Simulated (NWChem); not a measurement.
Everything below was run with NWChem. System: H2O2, charge 0, spin multiplicity 1, at a geometry optimised with PBE0/def2-SVP. Level: MP2/cc-pVDZ, 2 core orbitals frozen, spin-restricted.

Input file:

```
start mol
memory heap 200 mb stack 800 mb global 1000 mb
geometry units angstroms nocenter noautoz noautosym
  O     -0.294240     0.645331    -0.054706
  O      0.294240    -0.645331    -0.054706
  H      0.367293     1.150276     0.437648
  H     -0.367293    -1.150276     0.437648
end
basis spherical
  * library cc-pvdz
end
scf
  rhf
  nopen 0
  maxiter 100
  thresh 1e-7
  semidirect memsize 60000000 filesize 0
end
mp2
  freeze core 2
end
task mp2 energy
```

Part of the output:

```
             Northwest Computational Chemistry Package (NWChem) 7.3.0
             --------------------------------------------------------

                                NWChem Input Module
                                -------------------

 Scaling coordinates for geometry "geometry" by  1.889725989
 (inverse scale =  0.529177249)

                             Geometry "geometry" -> ""
                             -------------------------

 Output coordinates in angstroms (scale by  1.889725989 to convert to a.u.)

  No.       Tag          Charge          X              Y              Z
 ---- ---------------- ---------- -------------- -------------- --------------
    1 O                    8.0000    -0.29424000     0.64533100    -0.05470600
    2 O                    8.0000     0.29424000    -0.64533100    -0.05470600
    3 H                    1.0000     0.36729300     1.15027600     0.43764800
    4 H                    1.0000    -0.36729300    -1.15027600     0.43764800

 Effective nuclear repulsion energy (a.u.)      37.3948476217

            Nuclear Dipole moment (a.u.)
            ----------------------------
        X                 Y               Z
 ---------------- ---------------- ----------------
     0.0000000000     0.0000000000     0.0000000000


 Summary of "ao basis" -> "" (spherical)
 ------------------------------------------------------------------------------
       Tag                 Description            Shells   Functions and Types
 ---------------- ------------------------------  ------  ---------------------
 *                          cc-pvdz                   on all atoms

 Summary of "ao basis" -> "ao basis" (spherical)
 ------------------------------------------------------------------------------
       Tag                 Description            Shells   Functions and Types
 ---------------- ------------------------------  ------  ---------------------
 O                          cc-pvdz                  6       14   3s2p1d
 H                          cc-pvdz                  3        5   2s1p

                                 NWChem SCF Module
                                 -----------------

  ao basis        = "ao basis"
  functions       =    38
  atoms           =     4
  closed shells   =     9
  open shells     =     0
  charge          =   0.00
  wavefunction    = RHF
  use symmetry    = F
  symmetry adapt  = F

 Summary of "ao basis" -> "ao basis" (spherical)
 ------------------------------------------------------------------------------
       Tag                 Description            Shells   Functions and Types
 ---------------- ------------------------------  ------  ---------------------
 O                          cc-pvdz                  6       14   3s2p1d
 H                          cc-pvdz                  3        5   2s1p

 Forming initial guess at       0.0s

      Superposition of Atomic Density Guess
      -------------------------------------

 Sum of atomic energies:        -150.52590021

      Non-variational initial energy
      ------------------------------

 Total energy =    -150.763854
 1-e energy   =    -281.336085
 2-e energy   =      93.177383
 HOMO         =      -0.337635
 LUMO         =       0.033096

 Starting SCF solution at       0.2s

 ----------------------------------------------
         Quadratically convergent ROHF

 Convergence threshold     :          1.000E-07
 Maximum no. of iterations :          100
 Final Fock-matrix accuracy:          1.000E-09
 ----------------------------------------------

              iter       energy          gnorm     gmax       time
             ----- ------------------- --------- --------- --------
                 1     -150.7617285142  6.72D-01  2.21D-01      0.2
                 2     -150.7846493878  1.23D-01  3.83D-02      0.2
                 3     -150.7855821734  9.13D-03  2.72D-03      0.2
                 4     -150.7855908086  3.01D-05  1.49D-05      0.2
                 5     -150.7855908088  3.62D-09  9.25D-10      0.3

       Final RHF  results
       ------------------

         Total SCF energy =   -150.785590808806
      One-electron energy =   -282.514808990628
      Two-electron energy =     94.334370560103
 Nuclear repulsion energy =     37.394847621718

        Time for solution =      0.1s

             Final eigenvalues
             -----------------

              1
    1  -20.6204
    2  -20.6201
    3   -1.4823
    4   -1.2007
    5   -0.7086
    6   -0.7072
    7   -0.6080
    8   -0.5079
    9   -0.4680
   10    0.1887
   11    0.1961
   12    0.3270
   13    0.8182
   14    0.8230
   15    1.1195
   16    1.1428
   17    1.1503
   18    1.2169
   19    1.2825

                       ROHF Final Molecular Orbital Analysis
                       -------------------------------------

 Vector    7  Occ=2.000000D+00  E=-6.080075D-01
              MO Center= -1.0D-15, -5.9D-16, -1.2D-01, r^2= 1.2D+00
   Bfn.  Coefficient  Atom+Function         Bfn.  Coefficient  Atom+Function
  ----- ------------  ---------------      ----- ------------  ---------------
     5      0.326035  1 O  py                19     -0.326035  2 O  py
     6     -0.284085  1 O  pz                20     -0.284085  2 O  pz
     9     -0.211280  1 O  pz                23     -0.211280  2 O  pz
     8      0.209361  1 O  py                22     -0.209361  2 O  py

 Vector    8  Occ=2.000000D+00  E=-5.078627D-01
              MO Center=  1.1D-14,  6.6D-15,  1.5D-02, r^2= 1.2D+00
   Bfn.  Coefficient  Atom+Function         Bfn.  Coefficient  Atom+Function
  ----- ------------  ---------------      ----- ------------  ---------------
     4      0.433393  1 O  px                18     -0.433393  2 O  px
     7      0.307800  1 O  px                21     -0.307800  2 O  px
     3     -0.171430  1 O  s                 17     -0.171430  2 O  s
    29      0.158393  3 H  s                 34      0.158393  4 H  s

 Vector    9  Occ=2.000000D+00  E=-4.679875D-01
              MO Center= -7.5D-16, -2.5D-14, -8.5D-02, r^2= 1.1D+00
   Bfn.  Coefficient  Atom+Function         Bfn.  Coefficient  Atom+Function
  ----- ------------  ---------------      ----- ------------  ---------------
     6      0.463028  1 O  pz                20     -0.463028  2 O  pz
     9      0.348282  1 O  pz                23     -0.348282  2 O  pz

 Vector   10  Occ=0.000000D+00  E= 1.886999D-01
              MO Center= -1.3D-13, -3.5D-13,  5.7D-01, r^2= 3.9D+00
   Bfn.  Coefficient  Atom+Function         Bfn.  Coefficient  Atom+Function
  ----- ------------  ---------------      ----- ------------  ---------------
    30      0.931722  3 H  s                 35      0.931722  4 H  s
     3     -0.628543  1 O  s                 17     -0.628543  2 O  s
     8     -0.173211  1 O  py                22      0.173211  2 O  py
     7     -0.169621  1 O  px                21      0.169621  2 O  px
     9     -0.155009  1 O  pz                23     -0.155009  2 O  pz

 Vector   11  Occ=0.000000D+00  E= 1.960674D-01
              MO Center=  1.5D-13,  4.1D-13,  4.8D-01, r^2= 4.1D+00
   Bfn.  Coefficient  Atom+Function         Bfn.  Coefficient  Atom+Function
  ----- ------------  ---------------      ----- ------------  ---------------
    30      1.017257  3 H  s                 35     -1.017257  4 H  s
     3     -0.591833  1 O  s                 17      0.591833  2 O  s
     7     -0.299455  1 O  px                21     -0.299455  2 O  px
     4     -0.179957  1 O  px                18     -0.179957  2 O  px

 Vector   12  Occ=0.000000D+00  E= 3.269598D-01
              MO Center= -1.3D-14, -1.0D-14,  6.0D-02, r^2= 1.8D+00
   Bfn.  Coefficient  Atom+Function         Bfn.  Coefficient  Atom+Function
  ----- ------------  ---------------      ----- ------------  ---------------
     8      0.795211  1 O  py                22      0.795211  2 O  py
    30     -0.536180  3 H  s                 35      0.536180  4 H  s
     5      0.437298  1 O  py                19      0.437298  2 O  py
     3     -0.320614  1 O  s                 17      0.320614  2 O  s
     7     -0.190520  1 O  px                21     -0.190520  2 O  px

 center of mass
 --------------
 x =   0.00000000 y =   0.00000000 z =  -0.04822971

 moments of inertia (a.u.)
 ------------------
          58.739939312058          18.650628297853           0.000000000000
          18.650628297853          12.502881906606           0.000000000000
           0.000000000000           0.000000000000          67.959897845836

  Mulliken analysis of the total density
  --------------------------------------

    Atom       Charge   Shell Charges
 -----------   ------   -------------------------------------------------------
    1 O    8     8.20   2.00  0.86  0.91  2.74  1.67  0.02
    2 O    8     8.20   2.00  0.86  0.91  2.74  1.67  0.02
    3 H    1     0.80   0.68  0.05  0.08
    4 H    1     0.80   0.68  0.05  0.08

       Multipole analysis of the density wrt the origin
       ------------------------------------------------

     L   x y z        total         open         nuclear
     -   - - -        -----         ----         -------
     0   0 0 0     -0.000000      0.000000     18.000000

     1   1 0 0     -0.000000      0.000000      0.000000
     1   0 1 0      0.000000      0.000000      0.000000
     1   0 0 1      0.731733      0.000000      0.000000

     2   2 0 0     -8.719674      0.000000      5.910265
     2   1 1 0      2.114220      0.000000     -7.831838
     2   1 0 1      0.000000      0.000000      0.000000
     2   0 2 0     -6.268376      0.000000     33.244835
     2   0 1 1      0.000000      0.000000      0.000000
     2   0 0 2     -8.456277      0.000000      1.538970

                   NWChem MP2 Semi-direct Energy/Gradient Module
                   ---------------------------------------------

  Basis functions       =     38
  Molecular orbitals    =     38
  Frozen core           =      2
  Frozen virtuals       =      0
  Active alpha occupied =      7
  Active beta occupied  =      7
  Active alpha virtual  =     29
  Active beta virtual   =     29
  Use MO symmetry       = F
  Use skeleton AO sym   = F

  AO/Fock/Back tols     =   1.0D-09  1.0D-09  1.0D-09

 GA uses MA = F    GA memory limited = T

 Available:
  local mem=  1.15D+08
 global mem=  1.31D+08
 local disk=  0.00D+00
  mp2_memr nvloc                    29
  nvloc new                    29
   1 passes of   7:        2097152                       8122                    513964.
   1 passes of   7: M    114685805           G      131069112           F     112588653.

 Semi-direct pass number   1 of   1  for RHF alpha+beta  at        0.3s
  vrange nnbf                   741
  mp2_eaftype                    10  avail_ma_in_mb                   999
 EAF : mp2_eaftype filesize          10     256982.
  mp2_eaf for mointskh                     10
Node 0 wrote      1.2 Mb in      0.0 s     Agg I/O rate:  1370.5 Mb/s
 Done moints_semi at        0.6s
  mp2_eaftype                    10  avail_ma_in_mb                   989
 EAF : mp2_eaftype filesize          10     256982.
  mp2_eaf for kh                    10
 Done maket at        0.7s
 Done multipass loop at        0.7s

          -------------------------------------------
          SCF energy                -150.785590808806
          Correlation energy          -0.384209707569
          Singlet pairs               -0.236881728270
          Triplet pairs               -0.147327979300
          Total MP2 energy          -151.169800516375
          -------------------------------------------

          ---------------------------------------------------
                    Spin Component Scaled (SCS) MP2
          Same spin pairs                     -0.098218652866
          Same spin scaling factor             0.333333333333
          Opposite spin pairs                 -0.285991054703
          Opposite spin scaling fact.          1.200000000000
          SCS-MP2 correlation energy          -0.375928816599
          Total SCS-MP2 energy              -151.161519625405
          ---------------------------------------------------

 -----------------------
 Performance information
 -----------------------

 Timer overhead =  2.44D-07 seconds/call

               Nr. of calls         CPU time (s)                 Wall time (s)                GFlops
             ---------------    -------------------     ------------------------------   -------------------
Name         Min   Avg   Max    Min     Avg     Max     Min     Avg     Max   Mx/calls   Min     Max     Sum
mp2: moin     1     1     1   0.35    0.35    0.35     0.35    0.35    0.35    0.35      0.0     0.0     0.0
mp2: make     1     1     1   2.13E-2 2.13E-2 2.13E-2  2.13E-2 2.13E-2 2.13E-2 2.13E-2   0.0     0.0     0.0
mp2: tota     1     1     1   0.39    0.39    0.39     0.39    0.39    0.39    0.39      0.0     0.0     0.0

 The average no. of pstat calls per process was 3.00D+00
 with a timing overhead of 7.33D-07s

 Task  times  cpu:        0.6s     wall:        0.6s

 Total times  cpu:        0.7s     wall:        0.7s
```
